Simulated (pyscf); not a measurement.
Optimised with ωB97X-D3(BJ)/def2-SVP in PySCF.

SMILES: [SiH3][SiH]([SiH3])P
```xyz
13

Si    -1.6873    -1.7995    -0.9726
Si    -0.4677    -0.0458    -0.0433
Si     1.4072    -0.8790     1.0641
P      0.3001     1.3364    -1.6619
H     -0.7865    -2.5504    -1.8980
H     -2.8434    -1.2694    -1.7550
H     -2.1942    -2.7391     0.0717
H     -1.3086     0.7538     0.8976
H      2.2613    -1.5964     0.0705
H      2.2008     0.2274     1.6739
H      1.0033    -1.8415     2.1314
H     -0.9227     1.3735    -2.3930
H      0.8437     0.2656    -2.4300
```
Charge 0, spin multiplicity 1.

What is the homolytic dissociation enthalpy (298 K, ωB97M-D3(BJ)/def2-TZVP) of the Si–Si bond of H₃Si–SiH(SiH₃)–PH₂, to SiH₃• + H₃Si–SiH•–PH₂?

Si–Si to SiH₃• + H₃Si–SiH•–PH₂: 73.5 kcal/mol. The 7 functionals that were run give +66.8 (r²SCAN) to +77.8 kcal/mol (ωB97X-D3(BJ)). H₃Si–SiH(SiH₃)–PH₂ lies 12.7 kcal/mol over its isomer H₃Si–P(SiH₃)–SiH₃, and others may lie lower still (electronic energy, ωB97M-D3(BJ)). H₃Si–SiH•–PH₂ lies 11.4 kcal/mol over its isomer H₃Si–P•–SiH₃, and others may lie lower still (electronic energy, ωB97M-D3(BJ)).
